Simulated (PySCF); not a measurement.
Molecule: SMILES N(=C)C(=C)OC, C₄H₇NO.

Bonds (- single, = double, # triple, : aromatic): C1=N2 1.266 Å, N2-C3 1.395 Å, C3=C4 1.346 Å, C3-O5 1.347 Å, O5-C6 1.407 Å. C1 carries H7, H8; C4 carries H9, H10; C6 carries H11, H12, H13. H7 is cis to C3; H9 is cis to N2; H8 is trans to C3; H10 is trans to N2.

Geometry PBE0-D3(BJ)/def2-SVP throughout; GIAO in PySCF, gas phase, one conformer, non-relativistic; equivalent atoms averaged; basis pcSseg-1.

Task: How do the absolute shieldings σ depend on the functional? (a selection of nuclei; ppm; last column core-seconds on shared hosts with different chips, so compare them loosely; the GGAs took longer than the global hybrids here, which isn't the general rule, and the cause wasn't traced)

Result: 
```
functional                    kind    C3    C1     C4     C6      N2     H7     H8    H10     H9  core-s
        HF            Hartree–Fock  17.4  31.2  115.5  141.0  -126.7  24.14  24.53  27.91  28.12     4.1
       LDA                     LDA   2.4  21.1  105.3  125.2  -144.9  22.98  23.91  27.27  27.16      12
       PBE                     GGA   7.6  28.5  108.3  125.1  -129.1  23.52  24.37  27.71  27.62      14
      BLYP                     GGA   0.6  25.1  103.8  119.6  -136.3  23.75  24.65  27.93  27.86      14
      BP86                     GGA   6.9  28.3  107.7  124.4  -128.2  23.59  24.45  27.76  27.69      14
      OPBE                     GGA  21.7  38.4  115.3  132.0  -106.7  23.59  24.26  27.69  27.61      15
       KT2                     GGA  17.5  40.8  116.6  129.2  -103.3  23.70  24.59  27.76  27.67      14
       KT3                     GGA  19.8  42.1  116.1  128.9   -99.6  23.91  24.68  27.91  27.83      15
     B97-D                     GGA  10.9  32.4  109.3  124.4  -116.8  23.81  24.65  27.94  27.89      14
     B3LYP           global hybrid   3.4  24.8  105.4  124.6  -138.8  23.79  24.55  27.84  27.85     8.9
      PBE0           global hybrid  10.7  28.3  110.2  130.6  -131.2  23.62  24.29  27.65  27.66     8.6
  mPW1PW91           global hybrid   9.8  27.5  109.0  129.6  -131.6  23.69  24.35  27.69  27.72     8.7
      WP04           global hybrid  -1.8  18.7   95.2  116.3  -135.6  24.29  24.85  27.98  28.04      11
     B97-2           global hybrid  13.2  31.3  111.0  130.0  -121.9  23.79  24.46  27.79  27.81      11
 BHandHLYP           global hybrid   7.7  25.8  108.1  131.0  -138.3  23.89  24.47  27.77  27.87      10
 CAM-B3LYP  range-separated hybrid   4.3  23.0  106.8  128.1  -140.5  23.74  24.39  27.70  27.79      14
   wB97X-D  range-separated hybrid   9.8  26.3  109.9  130.3  -131.5  23.76  24.38  27.73  27.81      14
   LC-wPBE  range-separated hybrid  11.3  24.3  110.7  134.7  -128.6  23.73  24.21  27.58  27.74      20
```

Task: Which nucleus among those listed moves most, in ppm?

Result: N2 (imine nitrogen): from -144.9 ppm with LDA to -99.6 ppm with KT3. The smallest spread is 0.71 ppm, at H10. Proton shifts span only some 12 ppm, so a few tenths of a ppm matter as much there as several ppm in carbon.
